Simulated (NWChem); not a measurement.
# One shape, several levels: C2H6O (dimethyl ether)

Aim: a comparison of 6 runs (HF/STO-3G, HF/3-21G, B3LYP/6-31G*, B3LYP/cc-pVDZ, M06-2X/cc-pVDZ) of C2H6O (dimethyl ether). 

The calculation is run with NWChem 7.3.0.

38 further runs of the same task are left out: 38 set aside as unsound or not needed.

### 1 The structure to begin with

C2H6O: 9 atoms, total charge 0, spin state singlet. As SMILES, `COC`. The C1–H6 distance was set to 1.980 Å, away from the relaxed value. At this shape a bond of the SMILES string is far longer than usual.

Bond lengths: C1–O2 1.399 Å, O2–C3 1.399 Å, C1–H4 1.100 Å, C1–H5 1.090 Å, C3–H7 1.100 Å, C3–H8 1.090 Å, C3–H9 1.100 Å. Angles: C1–O2–C3 112.1°, O2–C1–H4 111.6°, O2–C1–H5 107.7°, O2–C3–H7 111.6°, O2–C3–H8 107.7°, O2–C3–H9 111.6°, H4–C1–H5 108.9°, H7–C3–H8 108.9°, H7–C3–H9 108.2°, H8–C3–H9 108.9°.

### 2 A single-point energy at HF/STO-3G (run 1)

run.py

```python
from ase import Atoms
from ase.calculators.nwchem import NWChem

system = Atoms('COCHHHHHH', positions=[
    [-0.493400, 0.309118, -1.316157],
    [0.483170, -0.691382, -1.266807],
    [0.398840, -1.451162, -0.095167],
    [-1.507860, -0.114552, -1.289017],
    [-0.363340, 0.853568, -2.251817],
    [-0.312930, 1.577090, 0.193180],
    [-0.573700, -1.957552, -0.010917],
    [1.186710, -2.204022, -0.130737],
    [0.540830, -0.829532, 0.800813],
])

calc = NWChem(
    label='input',
    theory='scf',
    memory='2200 mb',
    basis='STO-3G',
    basispar='spherical bse',
    scf={'nopen': '0', 'rhf': None, 'thresh': '1e-08', 'maxiter': '80'},
    task='energy',
)
system.calc = calc

print("Total energy (eV):", round(system.get_potential_energy(), 6))
print("dipole (e A):", system.get_dipole_moment().round(4))
```

Command:

```console
export ASE_NWCHEM_COMMAND="nwchem PREFIX.nwi > PREFIX.nwo"
python run.py
```

The log of the run:

```text
Total energy (eV): -4133.97517
dipole (e A): [-0.16   -0.1415  0.0756]
```

The calculator wrote input.nwi:

```
title "input"

permanent_dir input

scratch_dir input

start input

geometry units angstrom nocenter noautosym noautoz
  C  -4.9340000000000001e-01 3.0911800000000000e-01 -1.3161570000000000e+00
  O  4.8316999999999999e-01 -6.9138200000000005e-01 -1.2668070000000000e+00
  C  3.9883999999999997e-01 -1.4511620000000001e+00 -9.5167000000000002e-02
  H  -1.5078600000000000e+00 -1.1455200000000000e-01 -1.2890170000000001e+00
  H  -3.6334000000000000e-01 8.5356799999999999e-01 -2.2518170000000000e+00
  H  -3.1292999999999999e-01 1.5770900000000001e+00 1.9317999999999999e-01
  H  -5.7369999999999999e-01 -1.9575520000000000e+00 -1.0917000000000000e-02
  H  1.1867099999999999e+00 -2.2040220000000001e+00 -1.3073699999999999e-01
  H  5.4083000000000003e-01 -8.2953200000000005e-01 8.0081300000000000e-01
end

memory 2200 mb

basis spherical bse noprint
   * library STO-3G
end

scf
  nopen 0
  rhf
  thresh 1e-08
  maxiter 80
end

task scf energy
```

input.nwo:

```text
Northwest Computational Chemistry Package (NWChem) 7.3.0
             --------------------------------------------------------

           Job information
           ---------------

    nwchem branch   = 7.3.0
    use scalapack   = T
    input           = input.nwi
    prefix          = input.
    data base       = input/input.db
    status          = startup
    nproc           =        1

           Memory information
           ------------------

    heap     =     72089596 doubles =      550.0 Mbytes
    stack    =     72089601 doubles =      550.0 Mbytes
    global   =    144179200 doubles =     1100.0 Mbytes (distinct from heap & stack)
    total    =    288358397 doubles =     2200.0 Mbytes
    verify   = yes
    hardfail = no

           Directory information
           ---------------------

  0 permanent = input
  0 scratch   = input

                                NWChem Input Module
                                -------------------

                                       input
                                       -----

[... 122 lines left out ...]
 Convergence threshold     :          1.000E-08
[... 12 lines left out ...]
       Final RHF  results
[... 3 lines left out ...]
      One-electron energy =   -370.120311019653
[... 1 line left out ...]
 Nuclear repulsion energy =     82.099455840704
[... 29 lines left out ...]
                       ROHF Final Molecular Orbital Analysis
[... 145 lines left out ...]
 center of mass
 --------------
 x =   0.22800522 y =  -1.12701975 z =  -1.63796524

 moments of inertia (a.u.)
 ------------------
         178.022760818262          47.844698373966         -19.180423095768
          47.844698373966         113.997660685455          53.049752853466
         -19.180423095768          53.049752853466         153.037243610827

  Mulliken analysis of the total density
  --------------------------------------

    Atom       Charge   Shell Charges
 -----------   ------   -------------------------------------------------------
    1 C    6     5.97   1.99  1.24  2.74
    2 O    8     8.24   2.00  1.81  4.43
    3 C    6     6.05   1.99  1.18  2.88
[... 5 lines of this table left out ...]
    9 H    1     0.93   0.93

       Multipole analysis of the density wrt the origin
       ------------------------------------------------

     L   x y z        total         open         nuclear
     -   - - -        -----         ----         -------
     0   0 0 0     -0.000000      0.000000     26.000000

     1   1 0 0     -0.302343      0.000000      4.285351
[... 8 lines of this table left out ...]
     2   0 0 2    -14.092456      0.000000    109.683211

 Task  times  cpu:        0.5s     wall:        0.5s
 Total times  cpu:        0.6s     wall:        0.6s
```

Run time: 1.6 s. Hardware: 1 thread of Intel Xeon 6975P-C (Granite Rapids), shared host; peak memory 0.096 GiB.

### 3 A single-point energy at HF/3-21G (run 2)

c2h6o.nw

```
start c2h6o
title "C2H6O energy"
memory 2200 mb
geometry units atomic noautosym nocenter noautoz
  C   -0.93239087   0.58414836  -2.48717627
  O    0.91305897  -1.30652263  -2.39391828
  C    0.75369837  -2.74229874  -0.17983957
  H   -2.84944243  -0.21647191  -2.43588910
  H   -0.68661309   1.61300975  -4.25531741
  H   -0.59135200   2.98026817   0.36505729
  H   -1.08413588  -3.69923715  -0.02063014
  H    2.24255689  -4.16499795  -0.24705712
  H    1.02202058  -1.56758829   1.51331725
end
basis spherical bse
  * library 3-21G
end
scf
  thresh 1e-08
  maxiter 80
end
task scf energy
```

Command:

```console
nwchem c2h6o.nw > c2h6o.out
```

The log of the run:

```text
[...]
  functions       =    39
[...]
  wavefunction    = RHF
[...]
         Total SCF energy =   -153.073108945647
      One-electron energy =   -370.168992133825
      Two-electron energy =    134.996433189143
 Nuclear repulsion energy =     82.099449999035
        Time for solution =      0.7s
[...]
```

It took 1.3 s on 1 thread of Intel Xeon 6975P-C (Granite Rapids), shared host; peak memory 0.096 GiB.

Run 3 isn't shown in full; the table further down has it.

### 4 The energy at B3LYP/6-31G(d) (Cartesian functions) (run 4)

geom.xyz

```xyz
9
C2H6O
C     -0.493400     0.309118    -1.316157
O      0.483170    -0.691382    -1.266807
C      0.398840    -1.451162    -0.095167
H     -1.507860    -0.114552    -1.289017
H     -0.363340     0.853568    -2.251817
H     -0.312930     1.577090     0.193180
H     -0.573700    -1.957552    -0.010917
H      1.186710    -2.204022    -0.130737
H      0.540830    -0.829532     0.800813
```

run.py

```python
from ase.io import read
from ase.calculators.nwchem import NWChem

molecule = read('geom.xyz')

calc = NWChem(
    label='geom',
    theory='dft',
    memory='2200 mb',
    basis='6-31G*',
    dft={'xc': 'b3lyp', 'mult': '1', 'grid': 'xfine', 'convergence': 'energy 1e-08', 'iterations': '100', 'mulliken': None},
    task='energy',
)
molecule.calc = calc

print("Total energy (eV):", round(molecule.get_potential_energy(), 6))
print("dipole (e A):", molecule.get_dipole_moment().round(4))
```

Command:

```console
export ASE_NWCHEM_COMMAND="nwchem PREFIX.nwi > PREFIX.nwo"
python run.py
```

The log of the run:

```text
Total energy (eV): -4215.3727
dipole (e A): [-0.157  -0.2659 -0.0137]
```

The calculator wrote geom.nwi:

```
title "geom"

permanent_dir geom

scratch_dir geom

start geom

geometry units angstrom nocenter noautosym noautoz
  C  -4.9340000000000001e-01 3.0911800000000000e-01 -1.3161570000000000e+00
  O  4.8316999999999999e-01 -6.9138200000000005e-01 -1.2668070000000000e+00
  C  3.9883999999999997e-01 -1.4511620000000001e+00 -9.5167000000000002e-02
  H  -1.5078600000000000e+00 -1.1455200000000000e-01 -1.2890170000000001e+00
  H  -3.6334000000000000e-01 8.5356799999999999e-01 -2.2518170000000000e+00
  H  -3.1292999999999999e-01 1.5770900000000001e+00 1.9317999999999999e-01
  H  -5.7369999999999999e-01 -1.9575520000000000e+00 -1.0917000000000000e-02
  H  1.1867099999999999e+00 -2.2040220000000001e+00 -1.3073699999999999e-01
  H  5.4083000000000003e-01 -8.2953200000000005e-01 8.0081300000000000e-01
end

memory 2200 mb

basis noprint
   * library 6-31G*
end

dft
  xc b3lyp
  mult 1
  grid xfine
  convergence energy 1e-08
  iterations 100
  mulliken
end

task dft energy
```

geom.nwo:

```text
Northwest Computational Chemistry Package (NWChem) 7.3.0
             --------------------------------------------------------

           Job information
           ---------------

    nwchem branch   = 7.3.0
    use scalapack   = T
    input           = geom.nwi
    prefix          = geom.
    data base       = geom/geom.db
    status          = startup
    nproc           =        1

           Memory information
           ------------------

    heap     =     72089596 doubles =      550.0 Mbytes
    stack    =     72089601 doubles =      550.0 Mbytes
    global   =    144179200 doubles =     1100.0 Mbytes (distinct from heap & stack)
    total    =    288358397 doubles =     2200.0 Mbytes
    verify   = yes
    hardfail = no

           Directory information
           ---------------------

  0 permanent = geom
  0 scratch   = geom

                                NWChem Input Module
                                -------------------

                                       geom
                                       ----

[... 91 lines left out ...]
  convergence criterion.
[... 17 lines left out ...]
          Convergence on energy requested:  1.00D-08
[... 1 line left out ...]
          Convergence on gradient requested:  5.00D-04
[... 24 lines left out ...]
          Convergence Information
[... 2 lines left out ...]
          total energy or number of iterations.
[... 27 lines left out ...]
 1-e energy   =    -369.612825
[... 30 lines left out ...]
   convergence    iter        energy       DeltaE   RMS-Dens  Diis-err    time
[... 17 lines left out ...]
      One electron energy =     -371.735231726300
[... 1 line left out ...]
    Exchange-Corr. energy =      -21.501441297944
[... 6 lines left out ...]
                       DFT Final Molecular Orbital Analysis
[... 413 lines left out ...]
     -------------------------------------------
      Total Density - Lowdin Population Analysis
     -------------------------------------------

    Atom       Charge   Shell Charges
 -----------   ------   -------------------------------------------------------
    1 C    6     6.16   1.98  0.38  1.69  0.37  1.23  0.52
    2 O    8     8.22   1.98  0.71  2.76  0.44  1.79  0.54
    3 C    6     6.26   1.98  0.37  1.86  0.33  1.21  0.51
[... 5 lines of this table left out ...]
    9 H    1     0.86   0.50  0.36

 center of mass
 --------------
 x =   0.22800522 y =  -1.12701975 z =  -1.63796524

 moments of inertia (a.u.)
 ------------------
         178.022760818262          47.844698373966         -19.180423095768
          47.844698373966         113.997660685455          53.049752853466
         -19.180423095768          53.049752853466         153.037243610827

     Multipole analysis of the density
     ---------------------------------

     L   x y z        total         alpha         beta         nuclear
     -   - - -        -----         -----         ----         -------
     0   0 0 0     -0.000000    -13.000000    -13.000000     26.000000

     1   1 0 0     -0.296684     -2.291017     -2.291017      4.285351
[... 8 lines of this table left out ...]
     2   0 0 2    -14.571027    -62.127119    -62.127119    109.683211

 Task  times  cpu:       18.8s     wall:       18.8s
 Total times  cpu:       18.9s     wall:       18.9s
```

It took 20 s on 1 thread of Intel Xeon 6975P-C (Granite Rapids), shared host; peak memory 0.14 GiB.

Run 5 isn't shown in full; the table further down has it.

### 5 The energy at M06-2X/cc-pVDZ (run 6)

a.xyz

```xyz
9
C2H6O energy
C     -0.493400     0.309118    -1.316157
O      0.483170    -0.691382    -1.266807
C      0.398840    -1.451162    -0.095167
H     -1.507860    -0.114552    -1.289017
H     -0.363340     0.853568    -2.251817
H     -0.312930     1.577090     0.193180
H     -0.573700    -1.957552    -0.010917
H      1.186710    -2.204022    -0.130737
H      0.540830    -0.829532     0.800813
```

run.py

```python
from ase.io import read
from ase.calculators.nwchem import NWChem

system = read('a.xyz')

calc = NWChem(
    label='a',
    theory='dft',
    memory='2200 mb',
    basis='cc-pVDZ',
    basispar='spherical bse',
    dft={'xc': 'm06-2x', 'mult': '1', 'grid': 'xfine', 'convergence': 'energy 1e-08', 'iterations': '100', 'mulliken': None},
    task='energy',
)
system.calc = calc

print("Total energy (eV):", round(system.get_potential_energy(), 6))
print("dipole (e A):", system.get_dipole_moment().round(4))
```

Command:

```console
export ASE_NWCHEM_COMMAND="nwchem PREFIX.nwi > PREFIX.nwo"
python run.py
```

The log of the run:

```text
Total energy (eV): -4213.262369
dipole (e A): [-0.1644 -0.2516 -0.0154]
```

The calculator wrote a.nwi:

```
title "a"

permanent_dir a

scratch_dir a

start a

geometry units angstrom nocenter noautosym noautoz
  C  -4.9340000000000001e-01 3.0911800000000000e-01 -1.3161570000000000e+00
  O  4.8316999999999999e-01 -6.9138200000000005e-01 -1.2668070000000000e+00
  C  3.9883999999999997e-01 -1.4511620000000001e+00 -9.5167000000000002e-02
  H  -1.5078600000000000e+00 -1.1455200000000000e-01 -1.2890170000000001e+00
  H  -3.6334000000000000e-01 8.5356799999999999e-01 -2.2518170000000000e+00
  H  -3.1292999999999999e-01 1.5770900000000001e+00 1.9317999999999999e-01
  H  -5.7369999999999999e-01 -1.9575520000000000e+00 -1.0917000000000000e-02
  H  1.1867099999999999e+00 -2.2040220000000001e+00 -1.3073699999999999e-01
  H  5.4083000000000003e-01 -8.2953200000000005e-01 8.0081300000000000e-01
end

memory 2200 mb

basis spherical bse noprint
   * library cc-pVDZ
end

dft
  xc m06-2x
  mult 1
  grid xfine
  convergence energy 1e-08
  iterations 100
  mulliken
end

task dft energy
```

a.nwo:

```text
Northwest Computational Chemistry Package (NWChem) 7.3.0
             --------------------------------------------------------

           Job information
           ---------------

    nwchem branch   = 7.3.0
    use scalapack   = T
    input           = a.nwi
    prefix          = a.
    data base       = a/a.db
    status          = startup
    nproc           =        1

           Memory information
           ------------------

    heap     =     72089596 doubles =      550.0 Mbytes
    stack    =     72089601 doubles =      550.0 Mbytes
    global   =    144179200 doubles =     1100.0 Mbytes (distinct from heap & stack)
    total    =    288358397 doubles =     2200.0 Mbytes
    verify   = yes
    hardfail = no

           Directory information
           ---------------------

  0 permanent = a
  0 scratch   = a

                                NWChem Input Module
                                -------------------

                                         a
                                         -

[... 91 lines left out ...]
  convergence criterion.
[... 17 lines left out ...]
          Convergence on energy requested:  1.00D-08
[... 1 line left out ...]
          Convergence on gradient requested:  5.00D-04
[... 22 lines left out ...]
          Convergence Information
[... 2 lines left out ...]
          total energy or number of iterations.
[... 27 lines left out ...]
 1-e energy   =    -369.462413
[... 27 lines left out ...]
   convergence    iter        energy       DeltaE   RMS-Dens  Diis-err    time
[... 14 lines left out ...]
      One electron energy =     -371.640479200822
[... 1 line left out ...]
    Exchange-Corr. energy =      -21.419806201016
[... 6 lines left out ...]
                       DFT Final Molecular Orbital Analysis
[... 518 lines left out ...]
     -------------------------------------------
      Total Density - Lowdin Population Analysis
     -------------------------------------------

    Atom       Charge   Shell Charges
 -----------   ------   -------------------------------------------------------
    1 C    6     6.01   1.89  0.60  0.44  1.68  1.19  0.22
    2 O    8     7.97   1.91  0.82  0.67  2.68  1.85  0.03
    3 C    6     6.03   1.88  0.56  0.38  1.84  1.14  0.24
[... 5 lines of this table left out ...]
    9 H    1     0.98   0.63  0.28  0.08

 center of mass
 --------------
 x =   0.22800522 y =  -1.12701975 z =  -1.63796524

 moments of inertia (a.u.)
 ------------------
         178.022760818262          47.844698373966         -19.180423095768
          47.844698373966         113.997660685455          53.049752853466
         -19.180423095768          53.049752853466         153.037243610827

     Multipole analysis of the density
     ---------------------------------

     L   x y z        total         alpha         beta         nuclear
     -   - - -        -----         -----         ----         -------
     0   0 0 0     -0.000000    -13.000000    -13.000000     26.000000

     1   1 0 0     -0.310616     -2.297983     -2.297983      4.285351
[... 8 lines of this table left out ...]
     2   0 0 2    -14.653154    -62.168183    -62.168183    109.683211

 Task  times  cpu:       32.3s     wall:       32.3s
 Total times  cpu:       32.4s     wall:       32.4s
```

It took 34 s on 1 thread of Intel Xeon 6975P-C (Granite Rapids), shared host; peak memory 0.13 GiB.

### 6 The series

```csv
run,level,iteration cap,module,energy (Eh),dipole moment (D),HOMO energy (eV),LUMO energy (eV),wall time
1,HF/STO-3G,80,scf,-151.920787,1.09,-7.20,5.83,1.6 s
2,HF/3-21G,80,scf,-153.073109,1.65,-9.52,2.88,1.3 s
3,B3LYP/6-31G* (spherical functions),100,dft,-154.909491,1.49,-6.70,-1.27,18 s
4,B3LYP/6-31G* (Cartesian functions),100,dft,-154.912091,1.48,-6.70,-1.28,20 s
5,B3LYP/cc-pVDZ,100,dft,-154.919440,1.51,-6.80,-1.50,28 s
6,M06-2X/cc-pVDZ,100,dft,-154.834537,1.45,-8.09,-0.36,34 s
```

### 7 Outcome

| quantity | value |
| --- | --- |
| run 6: total energy | -154.83454 Eh |
| run 6: dipole moment | 1.45 D |
| run 6: HOMO energy | -8.09 eV |
| run 6: LUMO energy | -0.36 eV |
| run 6: HOMO–LUMO gap | 7.73 eV |

What this shows: The dipole moment (its size) runs from 1.09 D (HF/STO-3G) to 1.65 D (HF/3-21G). The HOMO–LUMO gap runs from 5.30 eV (B3LYP/cc-pVDZ) to 13.03 eV (HF/STO-3G). The two ends differ in method and basis. Totals of different functionals can't be ranked against each other. In run 1 the basis is minimal, so the values are rough. In runs 1, 2, 3, 4, 5, 6 a closed-shell determinant meets a far-stretched bond, which it describes badly. All runs together took 1.7 min, the longest 34 s.
